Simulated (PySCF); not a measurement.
Rows and methods have been separated. Pair them.

Species: CCl3F.
Geometry (PBE0-D3(BJ)/def2-TZVP, Å), atoms numbered from 1 in this order:
```xyz
5
CCl3F angstrom
F      0.0670   -0.1519    1.3850
C      0.0097   -0.0142    0.0606
Cl    -0.4614    1.6411   -0.3075
Cl     1.6001   -0.3623   -0.6075
Cl    -1.1818   -1.1467   -0.5684
```

The closed-shell ground state was solved 4 times with PySCF (density fitting, gas phase), always in the pcSseg-2 basis (201 functions), with these functionals: B97-2, KT3, PBE0 and wB97X-D. Isolated species at its PBE0-D3(BJ)/def2-TZVP geometry, gas phase.

```
row  total energy (Eh)  HOMO (eV)  LUMO (eV)  dipole (D)
  P         -1518.0655      -9.20      -1.21        0.38
  Q         -1529.6745      -7.89      -2.46        0.32
  R         -1518.6063     -11.10       0.64        0.37
  S         -1518.7140      -8.94      -1.31        0.37
```

Q: Which functional belongs to which row?

A: P = PBE0, Q = KT3, R = wB97X-D, S = B97-2. By rising HOMO–LUMO gap: KT3 (GGA) 5.43 eV; B97-2 (global hybrid, 21 % exact exchange) 7.63 eV; PBE0 (global hybrid, 25 % exact exchange) 7.99 eV; wB97X-D (range-separated hybrid) 11.74 eV. Total energies of different functionals aren't bounds to one another; each is stationary for its own functional.

wB97X-D is run here without its empirical dispersion term; that term would change no orbital, density or response property at a fixed geometry.
